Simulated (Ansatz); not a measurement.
We consider InSe (R3m, No. 160), described by PBE0 (Ansatz, a first-principles code, plane waves, PAW).

Settings: plane-wave cutoff 460 eV, 8×8×8 k mesh, Fermi–Dirac smearing 0.01 eV, scalar-relativistic PAW data made under PBE.

Cell (relaxed with PBEsol):

```
InSe
1.0
    2.00434     1.15721     8.42322
   -2.00434     1.15721     8.42322
    0.00000    -2.31442     8.42322
In Se
2 2
Direct
  0.11104   0.11104   0.11104
  0.00115   0.00115   0.00115
  0.61727   0.61727   0.61727
  0.82824   0.82824   0.82824
```

Problem. Predict the band gap and Γ–Γ gap.

Solution. 
- band gap: 1.78 eV (on the SCF k mesh)
- Γ–Γ gap: 4.44 eV

Note: the cell comes from a level without a dispersion term, which matters for the spacing of layers, chains or molecules; cell and atoms aren't relaxed at this level (largest force component 0.16 eV/Å, pressure 0.7 GPa); the cell has widely spaced layers and the level no dispersion term, so their spacing and the moduli can rest on weak binding.

Spin–orbit coupling is not included.

The computed numbers hold no vibrational or temperature effects.
